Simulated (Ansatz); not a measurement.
Reaction (substitution at a C–O bond): `OC=S` + H₂S → `S=CS` + H₂O

Computed with Ansatz on PBE0-D4/def2-TZVP structures; ΔE is electronic, products minus reactants. CBS: MP2 limit from def2 TZ/QZ plus the TZ coupled-cluster correction, frozen cores. This one scheme is used for every species. DFT in def2-TZVPP. Each species was taken in one conformer, which may not be the lowest.

```tsv
species	revPBE energy (Eh)
`OC=S`	-512.66479
H₂S	-399.33360
`S=CS`	-835.56353
H₂O	-76.44013
```

Problem. Work out ΔE.

Solution. ΔE = (-835.56353) + (-76.44013) − (-512.66479) − (-399.33360) = -0.00527 Eh = -13.8 kJ/mol. CCSD(T)/CBS gives -21.6 kJ/mol.

Largest T1 diagnostic among the species: 0.018.

In def2-TZVPP, CCSD(T) changes the Hartree–Fock value by −16.5 kJ/mol (the triples alone add −3.0 kJ/mol) and MP2 by −25.0 kJ/mol. At CCSD(T), def2-SVP lies +24.3 kJ/mol from the extrapolated value and def2-TZVPP +6.5 kJ/mol.
